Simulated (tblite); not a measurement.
Start geometry of `Clc1n[nH]cp1` from a force field or distance geometry (Å):
```
atom  x, y, z in Å
Cl1    2.9564    0.0996    0.4807
C2     1.2634    0.1244    0.2056
N3     0.6059   -1.0431    0.1430
N4    -0.7140   -0.7582   -0.0835
C5    -1.0518    0.5558   -0.1558
P6     0.3552    1.7070    0.0270
H7    -1.3425   -1.5534   -0.1575
H8    -2.0635    0.8772   -0.3286
```

Task: What comes out of this run: GFN2-xTB geometry optimisation, gas phase (tblite)?

Result: 
```
atom  x, y, z in Å
Cl1    2.9405    0.0775    0.4769
C2     1.2607    0.1273    0.2107
N3     0.5880   -0.9933    0.1329
N4    -0.6874   -0.7248   -0.0739
C5    -1.0311    0.5722   -0.1601
P6     0.3214    1.6227    0.0260
H7    -1.3233   -1.5060   -0.1547
H8    -2.0598    0.8339   -0.3268
```

The energy falls by 32.8 kJ/mol over 13 L-BFGS steps, the largest force on an atom goes from 3.81 to 0.009 eV/Å, and the atoms move by 0.049 Å rms after alignment. The bond that changes most is C5–P6 (ends: aromatic CH next to a ring nitrogen; phosphorus bonded to 2 C), which shortens by 0.104 Å. Bonds longer at the end by more than 0.005 Å: 0 of 8; shorter: 7. Among the angles that change most is P6–C5–H8, from 123.5° to 128.3°. Rotational constants go from 4705, 1918, 1362 to 5195, 1938, 1412 MHz. The orientation of the end geometry is arbitrary; only internal coordinates are fixed.

Hardware: one thread of an Arm Neoverse V1 (shared host).

Its GFN2-xTB frequencies are all real (lowest 218 cm⁻¹).

All values are computed, not measured.
